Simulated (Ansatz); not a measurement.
**Beryllium (hcp) across density functionals**

All rows: Ansatz, plane waves with scalar-relativistic PAW, 420 eV (500 eV for the SCAN forms), relaxed under each functional, no dispersion correction, no zero-point motion. B₀ comes from uniform scaling at fixed shape; a dash is a value not given.

The measured cell (COD entry 9008488) has a = 2.287 Å, c = 3.583 Å (c/a = 1.567), 8.11 Å³/atom.

```csv
functional,V (Å³/atom),cell,B₀ (GPa),magnetic state
PBE,7.91,"a = 2.266 Å, c = 3.559 Å (c/a = 1.571)",123,spin not included
PBEsol,7.84,"a = 2.258 Å, c = 3.550 Å (c/a = 1.572)",125,spin not included
LDA,7.55,"a = 2.230 Å, c = 3.508 Å (c/a = 1.574)",132,spin not included
revPBE,8.08,"a = 2.283 Å, c = 3.583 Å (c/a = 1.570)",119,spin not included
RPBE,8.11,"a = 2.286 Å, c = 3.587 Å (c/a = 1.569)",119,spin not included
BLYP,7.93,"a = 2.272 Å, c = 3.548 Å (c/a = 1.561)",121,spin not included
```

(1) What does r²SCAN give?

(2) Which functional comes closest to the measured volume?

## Answers

(1) V (Å³/atom): 7.91; cell: a = 2.265 Å, c = 3.561 Å (c/a = 1.573); B₀ (GPa): 125; magnetic state: spin not included.

(2) RPBE, off by 0.0 %. The measured value holds thermal expansion and zero-point motion, which the calculations lack.
